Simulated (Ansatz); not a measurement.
Method: frozen-core CCSD(T)/def2-TZVPP // r2SCAN-D4/def2-TZVP run with Ansatz (an electronic-structure program).

Ansatz 0.2 input:
```yaml
crystal:
  periodic: [false, false, false]
  atoms:
    - { symbol: Si, position_ang: [0.000052, 0.00084, 0.330722] }
    - { symbol: H, position_ang: [-0.206673, 1.400932, -0.11671] }
    - { symbol: H, position_ang: [-1.110426, -0.880163, -0.10954] }
    - { symbol: H, position_ang: [1.316951, -0.52225, -0.111222] }
basis:
  gaussian: { orbitals: def2-TZVPP }
correlation:
  method: ccsd_t
magnetization:
  spin_polarized: true
  initial_magnetization: 1
```

Output:

```
Functional definition: HF
467 factors; integrals over basis functions are off by at most 7.4e-4 eV
mean field evaluation 1: about -7907.8977 eV, gradient 7.3e0 eV
mean field evaluation 2: about -7907.8993 eV, gradient 7.3e0 eV
mean field evaluation 4: about -7908.6337 eV, gradient 6.7e-1 eV
mean field evaluation 8: about -7908.6434 eV, gradient 2.3e-3 eV
mean field evaluation 16: about -7908.6406 eV, gradient 2.5e-1 eV
mean field -7908.64340505 eV, -290.6372844645 hartree, gradient 3.0e-6 eV, S^2 0.755119; 0 other end points of the search recorded, 0 dependent functions left out
5 core orbitals not correlated
reference -7908.64340505 eV, -290.6372844645 hartree; 4, 3 occupied and 75, 76 virtual orbitals, 467 factors
second order -3.17838101 eV of doubles, -0.00000000 eV of singles
cycle   1  -3.68651564 eV  change   -5.1e-1 eV  update   5.4e-2
cycle   2  -3.88539330 eV  change   -2.0e-1 eV  update   2.1e-2
cycle   3  -3.89308848 eV  change   -7.7e-3 eV  update   6.0e-3
cycle   4  -3.89254433 eV  change    5.4e-4 eV  update   1.9e-3
cycle   5  -3.89214270 eV  change    4.0e-4 eV  update   7.9e-4
cycle   6  -3.89222831 eV  change   -8.6e-5 eV  update   2.6e-4
cycle   7  -3.89231988 eV  change   -9.2e-5 eV  update   8.0e-5
cycle   8  -3.89232063 eV  change   -7.4e-7 eV  update   2.3e-5
cycle   9  -3.89231360 eV  change    7.0e-6 eV  update   7.2e-6
perturbative correction -0.09587869 eV, -0.0035234768 hartree
Total energy: -7912.63159734 eV, -290.7838478279 hartree
```

Cost: about 5 core-seconds (a rough figure).
